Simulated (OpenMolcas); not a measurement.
**C2H3N (acetonitrile): a line through the functionals**

The species is C2H3N (6 atoms), meant as a singlet with charge 0. As SMILES, `CC#N`. The shape is that of a PBE0-D4/def2-TZVP optimisation.

The dipole moment y, in D, basis def2-TZVP; a is the functional's share of exact exchange. Programs: OpenMolcas 26.06.

| functional | program | a | y (D) |
| --- | --- | --- | --- |
| BLYP | OpenMolcas | 0 | 3.93 |
| revPBE | OpenMolcas | 0 | 3.90 |
| B3LYP | OpenMolcas | 0.2 | ? |
| PBE0 | OpenMolcas | 0.25 | 4.02 |
| BHLYP | OpenMolcas | 0.5 | 4.09 |

**Question.** Fit y = c + s·a to the known rows and predict B3LYP.

**Answer.** 
1. Means of the 4 rows: a = 0.1875, y = 3.985.
2. Σ(Δa)² = 0.17188, Σ(Δa·Δy) = 0.06125, so the slope is 0.06125/0.17188 = 0.35635.
3. Intercept: 3.985 − (0.35635) × 0.1875 = 3.918. The largest residual of the fit is 0.018.
4. B3LYP: 3.918 + (0.35635) × 0.2 = 3.99 D.

The run gave 4.00 D, so the prediction is off by -0.01 D, within the scatter of the fit. More exact exchange makes the molecule more polar here. The measured value is 3.92 D (NIST CCCBDB).
